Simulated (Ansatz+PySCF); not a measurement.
The numbers below are computed, except where a source is named.
## PySCF 2.14.0 run

```python
from pyscf import gto, scf

mol = gto.M(atom="""
H 0.000000 0.000000 -1.428750
C 0.000000 0.000000 -0.438540
C 0.000000 0.000000 0.676660
""", basis='def2-svp', charge=0, spin=1)
mf = scf.ROHF(mol)
mf.init_guess = 'huckel'
mf.kernel()
while True:  # follow internal instabilities
    mo, _, stable, _ = mf.stability(return_status=True)
    if stable: break
    mf.kernel(mf.make_rdm1(mo, mf.mo_occ))
print(mf.converged, mf.e_tot, mf.spin_square()[0])
```

The script is written out from the run's settings.

Results

```
Converged                       : yes
Total energy                    : -76.05760 hartree
Spin squared of the determinant : 0.750
```
